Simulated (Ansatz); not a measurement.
The input, for Ansatz 0.2.0:

```yaml
crystal:
  periodic: [false, false, false]
  atoms:
    - {symbol: C, position_ang: [0.000000, -1.073410, 0.865441]}
    - {symbol: S, position_ang: [0.000000, 0.371013, 1.620380]}
    - {symbol: Ga, position_ang: [0.000000, 0.042988, -0.915506]}
    - {symbol: H, position_ang: [0.000000, -1.985620, 1.468138]}
basis:
  gaussian: {orbitals: 6-31G}
hamiltonian: {pseudopotentials: {relativity: none}}
correlation: {method: sc_nevpt2, electrons: outside_noble_gas, active_space: {window: {electrons: 2, orbitals: 5}}}
```

```sh
$ ansatz run in.yaml --threads 1 --pin off --events-out ev --progress --plain --max-ram 2393MiB
```

Output:

```
550 factors; integrals over basis functions are off by at most 2.6e-4 eV
mean field evaluation 1: about -64185.2954 eV, gradient 1.0e1 eV
mean field evaluation 2: about -64185.3666 eV, gradient 1.0e1 eV
mean field evaluation 4: about -64185.9283 eV, gradient 1.6e0 eV
mean field evaluation 8: about -64185.9415 eV, gradient 3.9e-4 eV
mean field evaluation 16: about -64179.1477 eV, gradient 5.2e0 eV
mean field -64185.94153305 eV, -2358.7898445459 hartree, gradient 9.6e-7 eV, S^2 0.000000; 1 other end points of the search recorded, 0 dependent functions left out
reference -64185.94153305 eV, -2358.7898445459 hartree; 27, 27 occupied and 26, 26 virtual orbitals, 550 factors
state -64186.66806705 eV, -2358.8165441778 hartree
state -64186.66806705 eV, -2358.8165441778 hartree; corrected -64190.81063842 eV, -2358.9687808679 hartree
state -64186.64779170 eV, -2358.8157990725 hartree
state -64186.64779170 eV, -2358.8157990725 hartree; corrected -64190.83477307 eV, -2358.9696677998 hartree
state -64186.64779170 eV, -2358.8157990725 hartree; corrected -64190.83477307 eV, -2358.9696677998 hartree
WARN: the results are in doubt because another end's mean lies 0.020 eV lower, and its corrected mean 0.024 eV higher
Total energy: -64190.83477307 eV, -2358.9696677998 hartree
In doubt: another end's mean lies 0.020 eV lower, and its corrected mean 0.024 eV higher
```

Natural occupations: 1.9049 0.0927 0.0011 0.0009 0.0003.

Ran on 1 thread of Arm Neoverse V1, shared host: 8 s wall, 0.11 GiB peak host memory.
